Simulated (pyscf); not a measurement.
Thermochemistry of product channels of HO–Ga(F)–F + hydrogen chloride (HCl) on the singlet surface, in kcal/mol, from CCSD(T)/def2-TZVPP + ΔMP2(QZVPP) energies (ideal gas, 1 atm, RRHO with modes under 100 cm⁻¹ raised to 100, one conformer, R ln 2 for chiral ones without a mode under 150 cm⁻¹). PySCF, gas phase, ωB97X-D3(BJ)/def2-SVP geometries. MP2 and CC: frozen core, UHF for open shells. ΔMP2 is the change of the MP2 total energy from the triple- to the quadruple-zeta basis.

| products | ΔE | ΔH(298 K) | ΔG(600 K) | ΔG(1200 K) |
|---|---|---|---|---|
| HO–Ga(F)–Cl + hydrogen fluoride (HF) | -8.9 | -7.7 | -7.5 | -7.3 |
| water (H₂O) + F–Ga(F)–Cl | -12.4 | -10.8 | -10.9 | -10.3 |

These are energies of the channels, which say nothing of barriers. The CCSD(T) − MP2 part came from Ansatz, without density fitting, on the same reference. The frozen core leaves the outer d or s,p core shells of the metals and heavy elements correlated in the MP2 and CC values, and def2-TZVPP describes them poorly, which can shift differences by a few kcal/mol. Elements up to Kr have no core potential and no relativistic terms here.
